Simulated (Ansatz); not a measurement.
**Correlation methods on hydrogen fluoride (charge +1), doublet**

Computed with Ansatz's Gaussian-basis code (development build); BCCD by scripts on PySCF. Basis 6-31G, 1 core orbital frozen, nonrelativistic. Perturbation and coupled-cluster methods stand on the Hartree–Fock determinant that coupled cluster favours; RHF here means ROHF, with semicanonical perturbation theory. The state met can change along the bond. A minimal or small basis: far from the basis limit.

Correlation energy of CCSD(T), then each method's total less that of CCSD(T), in eV:

```
       case  E corr CCSD(T)    CCSD    BCCD  BCCD(T)   determinant
1.200 Å RHF          -2.745  +0.026  +0.033    0.000             –
1.550 Å RHF          -2.775  +0.035  +0.049   +0.001             –
1.550 Å UHF          -2.725  +0.035  +0.048   +0.001  ⟨S²⟩ = 0.766
1.800 Å RHF          -2.693  +0.035  +0.051   +0.001             –
2.600 Å RHF          -2.410  +0.014  +0.023   -0.001             –
2.850 Å RHF          -2.376  +0.013  +0.018    0.000             –
```

Q: How far does full CI lie from CCSD(T) in each case, and where is CCSD(T) within 1 kcal/mol (0.043 eV)?

A: 1.200 Å RHF: -0.006 eV (within); 1.550 Å RHF: -0.005 eV (within); 1.550 Å UHF: -0.005 eV (within); 1.800 Å RHF: -0.005 eV (within); 2.600 Å RHF: -0.005 eV (within); 2.850 Å RHF: -0.004 eV (within).
